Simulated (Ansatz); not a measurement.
Born–Oppenheimer molecular dynamics of BH6N (8 atoms, charge 0, multiplicity 1). It starts at the highest image of a converged band. Of that band: Neighbouring images differ by up to 1.2 eV, so the band resolves the path poorly. A vibrational analysis at the climbing image gives one clearly imaginary mode, 1294i cm⁻¹: a first-order saddle point.

These are results of RKS PBE0-D4/def2-SVP in Ansatz 0.2.0, not measurements.

```
ensemble                      : NVE (velocity Verlet)
time step                     : 0.5 fs
steps asked                   : 200
starting velocities drawn for : 100 K
seed                          : 8909
```

First frame:

```xyz
8
Properties=species:S:1:pos:R:3
B -0.250 -0.614 -0.016
H 0.861 -0.921 -0.774
H -1.154 -0.848 -0.786
H -0.100 -1.324 0.954
H 0.865 0.037 -0.518
N 0.049 0.907 0.216
H -0.566 1.573 -0.234
H 0.294 1.189 1.157
```

(1) How far do the bonds stretch over the last three quarters of this one trajectory? (Pairs bonded in most of those frames.)

## Answers

(1) 
| bond | mean (Å) | spread (Å) | shortest | longest |
| --- | --- | --- | --- | --- |
| B1–H3 | 1.214 | 0.018 | 1.18 | 1.25 |
| B1–H4 | 1.214 | 0.009 | 1.20 | 1.23 |
| B1–N6 | 1.393 | 0.029 | 1.33 | 1.45 |
| H2–H5 | 0.763 | 0.017 | 0.74 | 0.79 |
| N6–H7 | 1.016 | 0.013 | 0.99 | 1.04 |
| N6–H8 | 1.016 | 0.011 | 1.00 | 1.03 |

Mean temperature of the second half: 1666 K. The conserved energy stayed within 0.081 meV per atom of its start (net change -0.015 meV per atom), so the integration is sound. The system heated up, since it started high on the potential surface and ran downhill. A run of 0.1 ps of so small a system gives no equilibrium averages. The orbitals stay closed-shell, which can raise the energy where a bond breaks towards radicals; this wasn't checked here.

The run took 2.7 min on 1 thread of Arm Neoverse V2, on a shared host, peak memory 0.1 GiB.
